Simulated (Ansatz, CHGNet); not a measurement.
Elastic constant C44 (GPa) of 25 elemental metals, computed with the machine-learned potential CHGNet 0.3.0 (trained on PBE and PBE+U data) and with PBE (PAW; Ansatz, a program for electronic structure). The set holds measured phases with no doubt noted on the run or the magnetic state but for the caveats below. 5 more of the class have both values but aren't in it, for one of these reasons: built or high-temperature cells, doubts on the run or the magnetic state, unlike cells, values of zero, layered or molecular crystals. Solids without a value at one level (not run, failed, or a magnetic order lost), or held back for tests, aren't counted.

All rows, in order of the shift (worked out from unrounded values):

```json
[
 {"solid": "bcc K", "CHGNet 0.3.0": "3.59", "PBE": "2.77", "shift (%)": "-23"},
 {"solid": "bcc Rb", "CHGNet 0.3.0": "2.53", "PBE": "2.00", "shift (%)": "-21"},
 {"solid": "bcc Li", "CHGNet 0.3.0": "10.7", "PBE": "11.6", "shift (%)": "+8.1"},
 {"solid": "fcc Sr", "CHGNet 0.3.0": "8.14", "PBE": "9.95", "shift (%)": "+22"},
 {"solid": "fcc Pd", "CHGNet 0.3.0": "47.0", "PBE": "60.7", "shift (%)": "+29"},
 {"solid": "fcc Ni", "CHGNet 0.3.0": "102", "PBE": "133", "shift (%)": "+31"},
 {"solid": "fcc Pt", "CHGNet 0.3.0": "46.4", "PBE": "61.7", "shift (%)": "+33"},
 {"solid": "bcc Ba", "CHGNet 0.3.0": "7.68", "PBE": "10.4", "shift (%)": "+36"},
 {"solid": "fcc Ca", "CHGNet 0.3.0": "9.90", "PBE": "14.6", "shift (%)": "+47"},
 {"solid": "fcc Cu", "CHGNet 0.3.0": "53.1", "PBE": "80.6", "shift (%)": "+52"},
 {"solid": "fcc Ag", "CHGNet 0.3.0": "20.6", "PBE": "42.2", "shift (%)": "+105"},
 {"solid": "hcp Tl", "CHGNet 0.3.0": "3.31", "PBE": "7.22", "shift (%)": "+118"},
 {"solid": "fcc Rh", "CHGNet 0.3.0": "84.2", "PBE": "185", "shift (%)": "+120"},
 {"solid": "hcp Zn", "CHGNet 0.3.0": "14.1", "PBE": "32.1", "shift (%)": "+128"},
 {"solid": "hcp Lu", "CHGNet 0.3.0": "12.6", "PBE": "30.7", "shift (%)": "+143"},
 {"solid": "hcp Mg", "CHGNet 0.3.0": "7.34", "PBE": "18.4", "shift (%)": "+150"},
 {"solid": "fcc Ir", "CHGNet 0.3.0": "93.5", "PBE": "256", "shift (%)": "+173"},
 {"solid": "hcp Zr", "CHGNet 0.3.0": "8.01", "PBE": "26.6", "shift (%)": "+232"},
 {"solid": "hcp Y", "CHGNet 0.3.0": "7.51", "PBE": "25.4", "shift (%)": "+238"},
 {"solid": "fcc Au", "CHGNet 0.3.0": "8.88", "PBE": "30.3", "shift (%)": "+241"},
 {"solid": "fcc Al", "CHGNet 0.3.0": "6.68", "PBE": "27.7", "shift (%)": "+314"},
 {"solid": "fcc Pb", "CHGNet 0.3.0": "3.44", "PBE": "16.6", "shift (%)": "+383"},
 {"solid": "hcp Hf", "CHGNet 0.3.0": "10.0", "PBE": "53.8", "shift (%)": "+437"},
 {"solid": "hcp Os", "CHGNet 0.3.0": "45.6", "PBE": "258", "shift (%)": "+466"},
 {"solid": "α-phase Ga", "CHGNet 0.3.0": "5.44", "PBE": "35.9", "shift (%)": "+560"}
]
```

The shift from CHGNet 0.3.0 to PBE has a median of +120 %, and eight in ten lie between +13.8 % and +415 %; PBE is the larger in 23 of 25. Each level is at its own cell, so the shift holds the change of volume too.

Ansatz's runs of these crystals have no spin polarisation, but for fcc Ni.

Density-functional runs with spin start from parallel moments for fcc Ni.

Spin–orbit coupling is left out, also for the solids with elements from indium on (fcc Pt, hcp Os, bcc Ba, hcp Tl, fcc Ir, hcp Hf, fcc Pb, hcp Lu, fcc Au); its size isn't shown.

Each level is taken at its own relaxed cell. Ansatz's density-functional and Hartree–Fock values are scalar-relativistic unless marked +SOC, with PAW data made under PBE.
